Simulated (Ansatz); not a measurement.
Geometry optimisation, RKS PBE0-D4/cc-pVDZ in Ansatz 0.2.0.

Input file:

```yaml
crystal:
  periodic: [false, false, false]
  atoms:
    - { symbol: B, position_ang: [0.090893, 0.432474, -0.42526] }
    - { symbol: F, position_ang: [0.056309, 0.005029, 2.053742] }
    - { symbol: Cl, position_ang: [1.591029, -0.252733, -0.997224] }
    - { symbol: H, position_ang: [-0.943878, -0.124662, -0.681116] }
    - { symbol: H, position_ang: [0.141164, 1.504506, 0.109041] }
    - { symbol: H, position_ang: [0.212984, 0.898986, 1.870017] }
basis:
  gaussian: { orbitals: cc-pVDZ }
hamiltonian:
  xc: pbe0
  dispersion: d4
relax:
  f_tol: 0.03
  max_steps: 50
```

Run as:

```bash
$ ansatz run input.yaml --threads 1 --pin off --max-ram 2048MiB --backend cpu --events-out ev --progress --plain --runs-dir out
```

Question: Where does it end, and by what steps?

Answer: The forces met the threshold. After 30 steps the energy has fallen by 0.142 eV; H6 moved furthest, 0.97 Å.

```csv
step,energy less start (eV),largest force component (eV/Å),accepted
0,0.0000,0.254,yes
2,-0.0159,0.361,yes
4,-0.0404,0.842,yes
6,-0.0551,0.250,yes
8,-0.0644,0.102,yes
10,-0.0663,0.477,yes
12,-0.0804,0.173,yes
14,-0.0816,0.037,yes
16,-0.0630,1.598,no
18,-0.0966,0.511,yes
20,-0.0710,1.908,no
22,-0.1304,0.130,yes
24,-0.1316,0.085,yes
26,-0.1163,1.388,no
28,-0.1350,0.607,no
30,-0.1420,0.006,yes
```

```xyz
6
Properties=species:S:1:pos:R:3
B -0.021 0.559 -0.271
F -0.165 0.418 1.677
Cl 1.649 -0.126 -0.370
H -0.911 -0.197 -0.546
H -0.099 1.754 -0.344
H 0.694 0.056 1.783
```

Whether the end is a true minimum wasn't checked by a vibrational analysis.

Time of the run: 66 s on 1 thread of Arm Neoverse V1, with other jobs on the host, peak memory 0.13 GiB.
